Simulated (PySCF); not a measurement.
## Dipole moment and polarisability across levels of theory

Vinylene carbonate, C3H2O3.
Atom-mapped SMILES: `[O:1]=[c:2]1[o:3][cH:4][cH:5][o:6]1` (hydrogens: H7 on C4; H8 on C5)

PySCF, dipoles from the SCF density, polarisabilities from static response with core orbitals frozen. Isolated species at its PBE0-D3(BJ)/def2-SVP geometry, gas phase.

Compare the levels for these properties.

| level | μ (D) | error (%) | α (Å³) | anisotropy (Å³) |
| --- | --- | --- | --- | --- |
| LDA/def2-SVPD | 4.588 | +1.7 | 6.54 | 3.66 |
| PBE/def2-SVPD | 4.486 | -0.5 | 6.53 | 3.67 |
| B3LYP/def2-SVPD | 4.688 | +4.0 | 6.35 | 3.46 |
| PBE0/def2-SVPD | 4.662 | +3.4 | 6.27 | 3.38 |
| BHandHLYP/def2-SVPD | 4.874 | +8.1 | 6.11 | 3.18 |
| CAM-B3LYP/def2-SVPD | 4.779 | +6.0 | 6.27 | 3.35 |
| wB97X-D/def2-SVPD | 4.723 | +4.7 | 6.28 | 3.29 |
| LC-wPBE/def2-SVPD | 4.745 | +5.2 | 6.16 | 3.27 |
| HF/def2-SVPD | 5.085 | +12.7 | 5.89 | 2.81 |
| PBE0/6-31G* | 4.591 | +1.8 | 4.94 | 3.82 |
| PBE0/def2-SVP | 4.577 | +1.5 | 5.02 | 3.42 |
| PBE0/6-31+G* | 4.801 | +6.4 | 5.95 | 3.46 |
| PBE0/aug-cc-pVDZ | 4.582 | +1.6 | 6.38 | 3.44 |
| PBE0/def2-TZVP | 4.584 | +1.6 | 5.92 | 3.44 |
| PBE0/def2-TZVPD | 4.562 | +1.2 | 6.41 | 3.42 |

Reference dipole: 4.510 D (measured, gas; NIST CCCBDB Release 22 (SRD 101), experimental dipoles). The anisotropy is √(½[(α1 − α2)² + (α2 − α3)² + (α3 − α1)²]). For the dipole, the smallest error is 0.5% (PBE/def2-SVPD) and the largest 12.7% (HF/def2-SVPD). The dipole runs from 4.49 D (PBE/def2-SVPD) to 5.08 D (HF/def2-SVPD). No reference polarisability is at hand; against PBE0 in the largest diffuse basis at hand (def2-TZVPD) the other PBE0 rows deviate by 6-31G* -23%, def2-SVP -22%, 6-31+G* -7%, def2-SVPD -2%, aug-cc-pVDZ 0%, def2-TZVP -8%. In one basis (def2-SVPD) the functionals order the polarisability from HF (lowest) to LDA (highest), a spread of 11%. With PBE0 the polarisability is 5.29 Å³ without diffuse functions (mean of 6-31G*, def2-SVP and def2-TZVP) and 6.25 Å³ with them (mean of 6-31+G*, def2-SVPD, aug-cc-pVDZ and def2-TZVPD). Measured values can belong to vibrating molecules; the computed ones are for one fixed geometry.
